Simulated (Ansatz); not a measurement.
```yaml
crystal:
  periodic: [false, false, false]
  atoms:
    - {symbol: O, position_ang: [1.033792, 1.917041, -0.200621]}
    - {symbol: C, position_ang: [0.514505, 0.694621, 0.001362]}
    - {symbol: C, position_ang: [0.947886, -0.381073, 0.662799]}
    - {symbol: C, position_ang: [-0.285545, -1.178493, 0.307422]}
    - {symbol: C, position_ang: [-0.776931, 0.086344, -0.460279]}
    - {symbol: H, position_ang: [0.423689, 2.433592, -0.733102]}
    - {symbol: H, position_ang: [1.836037, -0.608502, 1.235608]}
    - {symbol: H, position_ang: [-0.126337, -2.050696, -0.332910]}
    - {symbol: H, position_ang: [-0.929199, -1.466685, 1.143336]}
    - {symbol: H, position_ang: [-1.688758, 0.541146, -0.061566]}
    - {symbol: H, position_ang: [-0.883738, -0.044394, -1.541349]}
basis:
  gaussian: {orbitals: aug-pcseg-2}
magnetization: {spin_polarized: false, initial_magnetization: 2}
hamiltonian: {xc: {name: BHLYP}, dispersion: d3bjatm}
```

```sh
$ ansatz run in.yaml --threads 4 --pin off --events-out ev --progress --plain --max-ram 10444MiB
```

It prints (some lines left out):

```
Functional definition: BHLYP
1537 factors; their error is unknown
mean field evaluation 1: about -6277.7300 eV, gradient 5.7e1 eV
mean field evaluation 2: about -6271.4175 eV, gradient 6.9e1 eV
mean field evaluation 4: about -6283.4972 eV, gradient 1.8e1 eV
mean field evaluation 8: about -6277.7297 eV, gradient 5.7e1 eV
mean field evaluation 16: about -6034.1644 eV, gradient 2.1e2 eV
mean field -6285.56346496 eV, -230.9901968292 hartree, gradient 2.1e-5 eV, S^2 2.000000; 2 other end points of the search recorded, 0 dependent functions left out
reference -6285.56371069 eV, -230.9902058598 hartree; 20, 18 occupied and 348, 350 virtual orbitals, 1537 factors
Total energy: -6285.82727322 eV, -230.9998916041 hartree
```

Run time 22 s (4 threads of an Arm Neoverse V2 on a shared host); peak host memory 1.1 GiB.
